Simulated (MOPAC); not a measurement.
MOPAC input (PM3):

```
PM3 1SCF UHF MS=0.5 GEO-OK AUX(PRECISION=9) THREADS=1
C4H5

C    -0.00526853 1   -0.07818118 1    0.25668291 1
C     0.21432733 1   -0.71945097 1   -0.90441436 1
C    -0.06417696 1    0.73770674 1   -1.00647025 1
C    -0.11661065 1   -0.06504015 1    1.60843093 1
H     0.43553374 1   -1.62494026 1   -1.43935488 1
H     0.75052162 1    1.42463687 1   -1.23460956 1
H    -1.03194270 1    1.07391313 1   -1.37801979 1
H     0.01552548 1   -0.97202136 1    2.18420501 1
H    -0.33926529 1    0.84820500 1    2.14240385 1
```

Output:

```
 *******************************************************************************
 **                                                                           **
 **                              MOPAC v23.2.5                                **
 **                                                                           **
 *******************************************************************************
 ** MOPAC's Digital Object Identifier: https://doi.org/10.5281/zenodo.6511958 **
 **                                                                           **
 ** Please cite the open-source release paper for use of this MOPAC version:  **
 ** J. E. Moussa and J. J. P. Stewart (2026)                                  **
 ** MOPAC: An open-source semiempirical molecular orbital program             **
 ** J. Open Source Softw., 11(119), 8025, https://doi.org/10.21105/joss.08025 **
 *******************************************************************************

                              PM3 CALCULATION RESULTS

 *******************************************************************************
 *  PM3        - The PM3 Hamiltonian to be used
 *  GEO-OK     - OVERRIDE INTERATOMIC DISTANCE AND OTHER SAFETY CHECKS
 *  UHF        - UNRESTRICTED HARTREE-FOCK CALCULATION
 *  MS=        - IN MECI, MAGNETIC COMPONENT OF SPIN =  0.5
 *  1SCF       - DO 1 SCF AND THEN STOP
 *  AUX        - OUTPUT AUXILIARY INFORMATION
 *******************************************************************************
PM3 1SCF UHF MS=0.5 GEO-OK AUX(PRECISION=9) THREADS=1
 C4H5

   ATOM   CHEMICAL          X               Y               Z
  NUMBER   SYMBOL      (ANGSTROMS)     (ANGSTROMS)     (ANGSTROMS)

     1       C         -0.00526853  *  -0.07818118  *   0.25668291  *
     2       C          0.21432733  *  -0.71945097  *  -0.90441436  *
     3       C         -0.06417696  *   0.73770674  *  -1.00647025  *
     4       C         -0.11661065  *  -0.06504015  *   1.60843093  *
     5       H          0.43553374  *  -1.62494026  *  -1.43935488  *
     6       H          0.75052162  *   1.42463687  *  -1.23460956  *
     7       H         -1.03194270  *   1.07391313  *  -1.37801979  *
     8       H          0.01552548  *  -0.97202136  *   2.18420501  *
     9       H         -0.33926529  *   0.84820500  *   2.14240385  *

          CARTESIAN COORDINATES

    NO.       ATOM           X           Y           Z

     1         C         -0.0053     -0.0782      0.2567
     2         C          0.2143     -0.7195     -0.9044
     3         C         -0.0642      0.7377     -1.0065
     4         C         -0.1166     -0.0650      1.6084
     5         H          0.4355     -1.6249     -1.4394
     6         H          0.7505      1.4246     -1.2346
     7         H         -1.0319      1.0739     -1.3780
     8         H          0.0155     -0.9720      2.1842
     9         H         -0.3393      0.8482      2.1424

  H: (PM3): J. J. P. STEWART, J. COMP. CHEM. 10, 209 (1989).
  C: (PM3): J. J. P. STEWART, J. COMP. CHEM. 10, 209 (1989).

           Empirical Formula: C4 H5  =     9 atoms

      MOLECULAR POINT GROUP   :   Cs

          UHF CALCULATION, NO. OF ALPHA ELECTRONS =   11
                           NO. OF BETA  ELECTRONS =   10

 -------------------------------------------------------------------------------
 PM3 1SCF UHF MS=0.5 GEO-OK AUX(PRECISION=9) THREADS=1
 C4H5

     1SCF WAS SPECIFIED, SO BFGS WAS NOT USED
     SCF FIELD WAS ACHIEVED

                              PM3 CALCULATION
                                                       MOPAC v23.2.5 Linux

          FINAL HEAT OF FORMATION =         79.49087 KCAL/MOL =     332.58981 KJ/MOL

          COSMO AREA              =        101.85 SQUARE ANGSTROMS
          COSMO VOLUME            =         84.40 CUBIC ANGSTROMS

          IONIZATION POTENTIAL    =          9.117836 EV
          ALPHA SOMO LUMO (EV)    =         -9.118  1.408
          BETA  SOMO LUMO (EV)    =        -10.520 -0.074
          NO. OF ALPHA ELECTRONS  =         11
          NO. OF BETA  ELECTRONS  =         10
          MOLECULAR WEIGHT        =         53.0835         POINT GROUP:  Cs

          MOLECULAR DIMENSIONS (Angstroms)

            Atom       Atom       Distance
            H     9    H     5     4.42106
            H     8    H     6     3.94277
            H     7    H     8     1.77297

          SCF CALCULATIONS        =          1

   ATOM   CHEMICAL          X               Y               Z
  NUMBER   SYMBOL      (ANGSTROMS)     (ANGSTROMS)     (ANGSTROMS)

     1       C         -0.00526853  *  -0.07818118  *   0.25668291  *
     2       C          0.21432733  *  -0.71945097  *  -0.90441436  *
     3       C         -0.06417696  *   0.73770674  *  -1.00647025  *
     4       C         -0.11661065  *  -0.06504015  *   1.60843093  *
     5       H          0.43553374  *  -1.62494026  *  -1.43935488  *
     6       H          0.75052162  *   1.42463687  *  -1.23460956  *
     7       H         -1.03194270  *   1.07391313  *  -1.37801979  *
     8       H          0.01552548  *  -0.97202136  *   2.18420501  *
     9       H         -0.33926529  *   0.84820500  *   2.14240385  *

                             CARTESIAN COORDINATES

   1    C       -0.005268530    -0.078181180     0.256682910
   2    C        0.214327330    -0.719450970    -0.904414360
   3    C       -0.064176960     0.737706740    -1.006470250
   4    C       -0.116610650    -0.065040150     1.608430930
   5    H        0.435533740    -1.624940260    -1.439354880
   6    H        0.750521620     1.424636870    -1.234609560
   7    H       -1.031942700     1.073913130    -1.378019790
   8    H        0.015525480    -0.972021360     2.184205010
   9    H       -0.339265290     0.848205000     2.142403850

           Empirical Formula: C4 H5  =     9 atoms

      MOLECULAR POINT GROUP   :   Cs

          ALPHA EIGENVALUES
 -37.84067 -28.62880 -22.02894 -18.82515 -16.75680 -15.38288 -15.20891 -12.71720
 -11.35492 -11.26585  -9.11784   1.40786   2.49470   2.91784   3.21695   3.67403
   4.30577   4.65980   4.73608   5.20125   5.90281

           BETA EIGENVALUES
 -37.61567 -27.87108 -21.57542 -18.63051 -16.62340 -15.14278 -15.04175 -12.38278
 -11.40068 -10.51966  -0.07370   2.38664   2.62899   3.14820   3.50192   4.01017
   4.42408   4.69643   5.02596   5.37627   6.10454

              NET ATOMIC CHARGES AND DIPOLE CONTRIBUTIONS

  ATOM NO.   TYPE          CHARGE      No. of ELECS.   s-Pop       p-Pop
    1          C          -0.155118        4.1551     1.18134     2.97378
    2          C          -0.172334        4.1723     1.22098     2.95136
    3          C          -0.077776        4.0778     1.14927     2.92851
    4          C          -0.079237        4.0792     1.16895     2.91029
    5          H           0.162475        0.8375     0.83752
    6          H           0.074765        0.9252     0.92523
    7          H           0.074765        0.9252     0.92523
    8          H           0.085338        0.9147     0.91466
    9          H           0.087122        0.9129     0.91288
 DIPOLE           X         Y         Z       TOTAL
 POINT-CHG.    -0.002    -0.011     0.052     0.053
 HYBRID         0.020    -0.098    -0.010     0.101
 SUM            0.018    -0.110     0.041     0.119

          ATOMIC ORBITAL ELECTRON POPULATIONS

     Atom    s        px        py        pz
    1  C   1.18134   1.01451   1.02723   0.93203
    2  C   1.22098   0.99427   0.96831   0.98877
    3  C   1.14927   1.00956   0.92886   0.99009
    4  C   1.16895   0.99161   1.00242   0.91626
    5  H   0.83752
    6  H   0.92523
    7  H   0.92523
    8  H   0.91466
    9  H   0.91288

                    (SZ)    =    0.500000
                    (S**2)  =    0.936777

          ATOMIC ORBITAL SPIN POPULATIONS

    Atom   Total    s     px     py     pz
         Atomic
    1  C -0.5521 -0.048 -0.374 -0.080 -0.050
    2  C  0.9177  0.063  0.689  0.082  0.085
    3  C -0.0461 -0.005 -0.012 -0.050  0.021
    4  C  0.8180  0.049  0.628  0.080  0.061
    5  H -0.0558 -0.056
    6  H  0.0156  0.016
    7  H  0.0156  0.016
    8  H -0.0560 -0.056
    9  H -0.0570 -0.057

 **********************
 *                    *
 * JOB ENDED NORMALLY *
 *                    *
 **********************

 == MOPAC DONE ==
```

The determinant is spin-contaminated: <S^2> is 0.94 against 0.75 for a pure state.
